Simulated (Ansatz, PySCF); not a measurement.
Species: CH₄N, net charge 0, doublet state. It need not be the lowest isomer of its formula. SMILES: C[NH]
Structure (B3LYP-D3(BJ)/def2-TZVP (Ansatz, a quantum-chemistry and plane-wave program) minimum search):
```
C
H 1 1.0903
H 1 1.1007 2 108.68
H 1 1.1007 2 108.68 3 -114.61
N 1 1.4368 2 110.64 3 122.69
H 5 1.0259 1 107.09 2 180.00
```
Charge 0, spin multiplicity 2.


Wanted: enthalpy of formation at 298 K (from the atomisation energy, B3LYP-D3(BJ)/def2-TZVP harmonic zero-point and thermal terms from PySCF, and the atoms' enthalpies of formation in the G2/97 table; no spin-orbit terms, and no core term in the frozen-core levels), in eV. Valence correlation only, unless marked. UHF or UKS for open shells. Spin-orbit coupling is left out. Non-relativistic. The coupled-cluster limit lacks core correlation, which all-electron functionals hold. Basis-set limits of correlation are two-point, X^-3; Hartree-Fock from the larger set. [CCSD(T)-MP2]/basis is that difference in the basis named.

```json
[
 {"level": "HF/6-31G*", "program": "Ansatz", "enthalpy of formation at 298 K (eV)": "7.94"},
 {"level": "HF-D3(BJ)/def2-TZVPD", "program": "PySCF + dftd3", "enthalpy of formation at 298 K (eV)": "7.15"},
 {"level": "BP86-D3(BJ)/def2-TZVPD", "program": "PySCF + dftd3", "enthalpy of formation at 298 K (eV)": "0.85"},
 {"level": "PBE0/def2-TZVP", "program": "Ansatz", "enthalpy of formation at 298 K (eV)": "1.75"}
]
```

Task: Predict the RI-MP2/CBS(aug-cc-pVTZ,aug-cc-pVQZ)+[CCSD(T)-MP2]/aug-cc-pVTZ result (Ansatz).

Result: 1.85 eV, so PBE0/def2-TZVP differs from it by -0.10 eV.
